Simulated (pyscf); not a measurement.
Thermochemistry of product channels of HO–SiH₂–OH (SMILES O[SiH2]O) + F• (SMILES [F]) on the doublet surface, in kcal/mol, from ωB97M-D3(BJ)/def2-TZVP energies (ideal gas, 1 atm, RRHO with modes under 100 cm⁻¹ raised to 100, one conformer, R ln 2 for rigid chiral ones). Single points on ωB97X-D3(BJ)/def2-SVP structures (PySCF, gas phase).

```tsv
products	ΔE	ΔH(298 K)	ΔG(900 K)	ΔG(1200 K)
•O–SiH(OH)–F (SMILES [O][SiH](O)F) + H₂ (SMILES [H][H])	-45.3	-49.2	-51.9	?
HO–SiH(OH)–F (SMILES O[SiH](O)F) + H• (SMILES [H])	?	-67.3	-66.8	-67.1
O (SMILES [O]) [triplet] + HO–SiH₂–F (SMILES O[SiH2]F) + H• (SMILES [H])	?	+74.6	+49.0	+40.1
HO–Si•(OH)–F (SMILES O[Si](O)F) + H₂ (SMILES [H][H])	-68.4	-70.6	-73.7	-75.0
HO–SiH•–OH (SMILES O[SiH]O) + HF (SMILES F)	-36.6	-36.5	-44.3	-46.7
```

Question: What belongs in the gaps?

Answer: 
- •O–SiH(OH)–F (SMILES [O][SiH](O)F) + H₂ (SMILES [H][H]), ΔG(1200 K): -53.0
- HO–SiH(OH)–F (SMILES O[SiH](O)F) + H• (SMILES [H]), ΔE: -64.4
- O (SMILES [O]) [triplet] + HO–SiH₂–F (SMILES O[SiH2]F) + H• (SMILES [H]), ΔE: +80.6

These are energies of the channels, which say nothing of barriers. Left out: orbital degeneracy and the spin-orbit lowering of F, O.
